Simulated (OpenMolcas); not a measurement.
# AlH3 (SMILES [AlH3]), step by step

Wanted: a single-point energy (HF/3-21G), then a single-point energy (CASSCF(2,2)/3-21G), then a single-point energy (CASPT2(2,2)/3-21G), then the energy (SC-NEVPT2(2,2)/3-21G), then a single-point energy (MRCI(2,2)/3-21G) of AlH3. 

Program for the calculation: OpenMolcas 26.06.

1 further run of the same task is left out (set aside as unsound or not needed).

## Step 1: The molecule

AlH3: 4 atoms, total charge 0, spin state singlet. SMILES: `[AlH3]`. The shape is that of a PBE0-D4/def2-TZVP optimisation.

Bond lengths: Al1–H2 1.586 Å, Al1–H3 1.586 Å, Al1–H4 1.586 Å. Angles: H2–Al1–H3 120.0°, H2–Al1–H4 120.0°, H3–Al1–H4 120.0°.

## Step 2: A single-point energy at HF/3-21G (run 1)

Input file step1.input:

```
* AlH3 Hartree-Fock

&GATEWAY
 BASLIB
 $CurrDir
 COORD
 4
 bohr
 Al     0.02588925    -0.02796795    -0.00963760
 H      1.19657458     1.26781726     2.42565245
 H     -2.53374479    -1.57225214     0.19861022
 H      1.41616076     0.21864131    -2.65298651
 BASIS
 3-21G
 GROUP
 NoSym

&SEWARD

&SCF
 PRORBITALS
 1 1
```

The basis set 3-21G is read from a file made from the Basis Set Exchange's data (not shown).

Launch:

```console
$ export MOLCAS_MEM=1860
$ pymolcas step1.input > step1.log
```

The log of the run:

```text
--- Start Module: gateway ---
[...]
--- Stop Module: gateway /rc=_RC_ALL_IS_WELL_ ---
--- Start Module: seward ---
[...]
      Basis functions           19
--- Stop Module: seward /rc=_RC_ALL_IS_WELL_ ---
--- Start Module: scf ---
[...]
       Convergence after   7 Iterations
[...]
::    Total SCF energy                               -242.2839582684
[...]
      Total spin, S                                     0.0000000000
[...]
      Total electronic charge=   16.000000
      Total            charge=   -0.000000
[...]
      Dipole Moment (debye):
      Origin of the operator (angstrom)=    0.0137   -0.0148   -0.0051
                   X= -1.3601E-03               Y=  1.9274E-03               Z= -1.6459E-04           Total=  2.3647E-03
      Quadrupole Moment (debye*angstrom):
[...]
--- Stop Module: scf /rc=_RC_ALL_IS_WELL_ ---
[...]
```

Wall time 1.6 s (1 thread of Arm Neoverse V1, shared host); peak memory 0.37 GiB.

## Step 3: A single-point energy at CASSCF(2,2)/3-21G (run 2)

Input file step2.input:

```
* AlH3 CASSCF
>>> EXPORT MOLCAS_PRINT=2

&GATEWAY
 BasLib=$CurrDir
 Coord
 4
 bohr
 Al     0.02588925    -0.02796795    -0.00963760
 H      1.19657458     1.26781726     2.42565245
 H     -2.53374479    -1.57225214     0.19861022
 H      1.41616076     0.21864131    -2.65298651
 Basis=3-21G
 Group=NoSym

&SEWARD

&RASSCF
 FileOrb=$CurrDir/step1.ScfOrb
 Spin=1
 Nactel=2 0 0
 Inactive=7
 Ras2=2
 OrbListing=Nothing
```

The basis set 3-21G is read from a file made from the Basis Set Exchange's data (not shown).

Launch:

```console
$ export MOLCAS_MEM=1860
$ pymolcas step2.input > step2.log
```

The log of the run:

```text
--- Start Module: gateway ---
[...]
--- Stop Module: gateway /rc=_RC_ALL_IS_WELL_ ---
--- Start Module: seward ---
[...]
      Basis functions           19
--- Stop Module: seward /rc=_RC_ALL_IS_WELL_ ---
--- Start Module: rasscf ---
[...]
      Number of active orbitals                  2
[...]
      Spin quantum number                      0.0
[...]
      Active orbitals                            2
[...]
      Number of CSFs                             3
[...]
      Number of root(s) required                 1
[...]
      Convergence after 38 iterations
[...]
      printout of CI-coefficients larger than  0.05 for root  1
      energy=    -242.286482
      conf/sym  11     Coeff  Weight
             1  20   0.99863 0.99727
             3  02  -0.05229 0.00273
      Natural orbitals and occupation numbers for root  1
      sym 1:   1.994531   0.005469
      ************************************************************************************************************************
      *                                                    Final results                                                     *
[...]
::    RASSCF root number  1 Total energy:   -242.28648196
[...]
      Total electronic charge=   16.000000
      Total            charge=   -0.000000
[...]
      Dipole Moment (debye):
      Origin of the operator (angstrom)=    0.0137   -0.0148   -0.0051
                   X= -1.2870E-03               Y=  1.8098E-03               Z= -1.4366E-04           Total=  2.2254E-03
      Quadrupole Moment (debye*angstrom):
[...]
--- Stop Module: rasscf /rc=_RC_ALL_IS_WELL_ ---
[...]
```

Run time: 2.2 s. Hardware: 1 thread of Arm Neoverse V1, shared host; peak memory 0.37 GiB.

## Step 4: The energy at CASPT2(2,2)/3-21G (run 3)

Input file step3.input:

```
&GATEWAY
 BasLib
 $CurrDir
 Coord
 4
 bohr
 Al     0.02588925    -0.02796795    -0.00963760
 H      1.19657458     1.26781726     2.42565245
 H     -2.53374479    -1.57225214     0.19861022
 H      1.41616076     0.21864131    -2.65298651
 Basis
 3-21G
 Group
 NoSym

&SEWARD

&RASSCF
 FileOrb
 $CurrDir/step2.RasOrb
 Spin
 1
 Nactel
 2 0 0
 Inactive
 7
 Ras2
 2
 OrbListing
 Nothing

&CASPT2
 Imaginary
 0.1
 Frozen
 5
```

The basis set 3-21G is read from a file made from the Basis Set Exchange's data (not shown).

Launch:

```console
$ export MOLCAS_MEM=1860
$ pymolcas step3.input > step3.log
```

The log of the run:

```text
--- Start Module: gateway ---
[...]
--- Stop Module: gateway /rc=_RC_ALL_IS_WELL_ ---
[...]
      Basis functions           19
[...]
--- Start Module: rasscf ---
[...]
      Number of active orbitals                  2
[...]
      Spin quantum number                      0.0
[...]
      Active orbitals                            2
[...]
      Number of CSFs                             3
[...]
      Number of root(s) required                 1
[...]
      Convergence after  4 iterations
[...]
      printout of CI-coefficients larger than  0.05 for root  1
      energy=    -242.286482
      conf/sym  11     Coeff  Weight
             1  20   0.99863 0.99727
             3  02  -0.05229 0.00273
      Natural orbitals and occupation numbers for root  1
      sym 1:   1.994530   0.005470
      ************************************************************************************************************************
      *                                                    Final results                                                     *
[...]
::    RASSCF root number  1 Total energy:   -242.28648196
[...]
      Total electronic charge=   16.000000
      Total            charge=   -0.000000
[...]
      Dipole Moment (debye):
      Origin of the operator (angstrom)=    0.0137   -0.0148   -0.0051
                   X= -1.2912E-03               Y=  1.8170E-03               Z= -1.3967E-04           Total=  2.2334E-03
      Quadrupole Moment (debye*angstrom):
[...]
--- Stop Module: rasscf /rc=_RC_ALL_IS_WELL_ ---
--- Start Module: caspt2 ---
[...]
 ###    WARNING: User changed nr of frozen orbitals.                         ###
 ###############################################################################
[...]
      E2 (Variational):          -0.0397326845
      Total energy:            -242.3262146406
[...]
      Reference weight:           0.97995
[...]
::    CASPT2 Root  1     Total energy:   -242.32621464
[...]
--- Stop Module: caspt2 /rc=_RC_ALL_IS_WELL_ ---
[...]
```

Wall time 1.6 s (1 thread of Arm Neoverse V1, shared host); peak memory 0.37 GiB.

## Step 5: The energy at SC-NEVPT2(2,2)/3-21G (run 4)

Input file step4.inp:

```
&GATEWAY
 BASLIB = $CurrDir
 COORD
 4
 bohr
 Al     0.02588925    -0.02796795    -0.00963760
 H      1.19657458     1.26781726     2.42565245
 H     -2.53374479    -1.57225214     0.19861022
 H      1.41616076     0.21864131    -2.65298651
 BASIS = 3-21G
 GROUP = NoSym

&SEWARD

&RASSCF
 FILEORB = $CurrDir/step2.RasOrb
 SPIN = 1
 NACTEL = 2 0 0
 INACTIVE = 7
 RAS2 = 2
 ORBLISTING = Nothing

&CASPT2
 SC-NEVPT2
 FROZEN = 5
```

The basis set 3-21G is read from a file made from the Basis Set Exchange's data (not shown).

Launch:

```console
$ export MOLCAS_MEM=1860
$ pymolcas step4.inp > step4.log
```

The log of the run:

```text
--- Start Module: gateway ---
[...]
--- Stop Module: gateway /rc=_RC_ALL_IS_WELL_ ---
[...]
      Basis functions           19
[...]
--- Start Module: rasscf ---
[...]
      Number of active orbitals                  2
[...]
      Spin quantum number                      0.0
[...]
      Active orbitals                            2
[...]
      Number of CSFs                             3
[...]
      Number of root(s) required                 1
[...]
      Convergence after  4 iterations
[...]
      printout of CI-coefficients larger than  0.05 for root  1
      energy=    -242.286482
      conf/sym  11     Coeff  Weight
             1  20   0.99863 0.99727
             3  02  -0.05229 0.00273
      Natural orbitals and occupation numbers for root  1
      sym 1:   1.994530   0.005470
      ************************************************************************************************************************
      *                                                    Final results                                                     *
[...]
::    RASSCF root number  1 Total energy:   -242.28648196
[...]
      Total electronic charge=   16.000000
      Total            charge=   -0.000000
[...]
      Dipole Moment (debye):
      Origin of the operator (angstrom)=    0.0137   -0.0148   -0.0051
                   X= -1.2912E-03               Y=  1.8170E-03               Z= -1.3967E-04           Total=  2.2334E-03
      Quadrupole Moment (debye*angstrom):
[...]
--- Stop Module: rasscf /rc=_RC_ALL_IS_WELL_ ---
--- Start Module: caspt2 ---
[...]
 ###    WARNING: User changed nr of frozen orbitals.                         ###
 ###############################################################################
[...]
      E2 (Variational):          -0.0392817101
[...]
      E2 (Variational):          -0.0392817099
      Total energy:            -242.3257636659
[...]
      Reference weight:           0.98022
[...]
::    SC-NEVPT2 Root  1     Total energy:   -242.32576367
[...]
--- Stop Module: caspt2 /rc=_RC_ALL_IS_WELL_ ---
[...]
```

Run time: 1.6 s. Hardware: 1 thread of Arm Neoverse V1, shared host; peak memory 0.37 GiB.

## Step 6: The energy at MRCI(2,2)/3-21G (run 5)

Input file step5.inp:

```
* AlH3 MRCI
&GATEWAY
BASLIB
$CurrDir
COORD
4
bohr
Al     0.02588925    -0.02796795    -0.00963760
H      1.19657458     1.26781726     2.42565245
H     -2.53374479    -1.57225214     0.19861022
H      1.41616076     0.21864131    -2.65298651
BASIS
3-21G
GROUP
NoSym
&SEWARD
&RASSCF
FILEORB
$CurrDir/step2.RasOrb
SPIN
1
NACTEL
2 0 0
INACTIVE
7
RAS2
2
ORBLISTING
Nothing
&MOTRA
LUMORB
FROZEN
5
&GUGA
ELECTRONS
6
SPIN
1
INACTIVE
2
ACTIVE
2
CIALL
1
&MRCI
SDCI
```

The basis set 3-21G is read from a file made from the Basis Set Exchange's data (not shown).

Launch:

```console
$ export MOLCAS_MEM=1860
$ pymolcas step5.inp > step5.log
```

The log of the run:

```text
--- Start Module: gateway ---
[...]
--- Stop Module: gateway /rc=_RC_ALL_IS_WELL_ ---
[...]
      Basis functions           19
[...]
      Number of active orbitals                  2
[...]
      Spin quantum number                      0.0
[...]
      Active orbitals                            2
[...]
      Number of CSFs                             3
[...]
      Number of root(s) required                 1
[...]
      Convergence after  4 iterations
[...]
      printout of CI-coefficients larger than  0.05 for root  1
      energy=    -242.286482
      conf/sym  11     Coeff  Weight
             1  20   0.99863 0.99727
             3  02  -0.05229 0.00273
      Natural orbitals and occupation numbers for root  1
      sym 1:   1.994530   0.005470
      ************************************************************************************************************************
      *                                                    Final results                                                     *
[...]
::    RASSCF root number  1 Total energy:   -242.28648196
[...]
      Dipole Moment (debye):
      Origin of the operator (angstrom)=    0.0137   -0.0148   -0.0051
                   X= -1.2912E-03               Y=  1.8170E-03               Z= -1.3967E-04           Total=  2.2334E-03
      Quadrupole Moment (debye*angstrom):
[...]
      *** WARNING: Default frozen orbitals is overwritten by user input.
      *** Default values:   2
[...]
--- Start Module: guga ---
[...]
--- Stop Module: guga /rc=_RC_ALL_IS_WELL_ ---
--- Start Module: mrci ---
[...]
       (But an ACPF correction will be computed)
       USE THE DEFAULT ACPF G-VALUE GFAC=  0.33333333333333331
[...]
                      CI ENERGY:  -242.34180224
[...]
                ACPF CORRECTION:    -0.00157292
[...]
      Total electronic charge=   16.000000
      Total            charge=   -0.000000
[...]
     ACPF CORRECTION:     -0.00157292
[...]
  CI State   1     Total energy:   -242.34180224     QDav:     -0.00239341     QACPF:     -0.00157292
[...]
--- Stop Module: mrci /rc=_RC_ALL_IS_WELL_ ---
[...]
```

Wall time 1.8 s (1 thread of Arm Neoverse V1, shared host); peak memory 0.37 GiB.

## Step 7: What came out

| quantity | value |
| --- | --- |
| run 1, HF/3-21G: total energy | -242.28396 Eh |
| run 1, HF/3-21G: dipole moment | 0.00 D |
| run 1, HF/3-21G: HOMO energy | -11.63 eV |
| run 1, HF/3-21G: LUMO energy | 0.85 eV |
| run 1, HF/3-21G: HOMO–LUMO gap | 12.48 eV |
| run 2, CASSCF(2,2)/3-21G: total energy | -242.28648 Eh |
| run 2, CASSCF(2,2)/3-21G: dipole moment (CASSCF density) | 0.00 D |
| run 3, CASPT2(2,2)/3-21G: total energy | -242.32621 Eh |
| run 3, CASPT2(2,2)/3-21G: dipole moment (CASSCF density) | 0.00 D |
| run 4, SC-NEVPT2(2,2)/3-21G: total energy | -242.32576 Eh |
| run 4, SC-NEVPT2(2,2)/3-21G: dipole moment (CASSCF density) | 0.00 D |
| run 5, MRCI(2,2)/3-21G: total energy | -242.34180 Eh |
| run 5, MRCI(2,2)/3-21G: dipole moment (CASSCF density) | 0.00 D |

Mulliken charges (run 1, HF/3-21G) run from -0.27 on H2 to +0.80 on Al1. Mulliken charges (run 2, CASSCF(2,2)/3-21G) run from -0.26 on H2 to +0.79 on Al1. Mulliken charges (run 3, CASPT2(2,2)/3-21G) of the CASSCF density run from -0.26 on H2 to +0.79 on Al1; they depend strongly on the basis. Mulliken charges (run 5, MRCI(2,2)/3-21G) of the CASSCF density run from -0.26 on H2 to +0.79 on Al1.
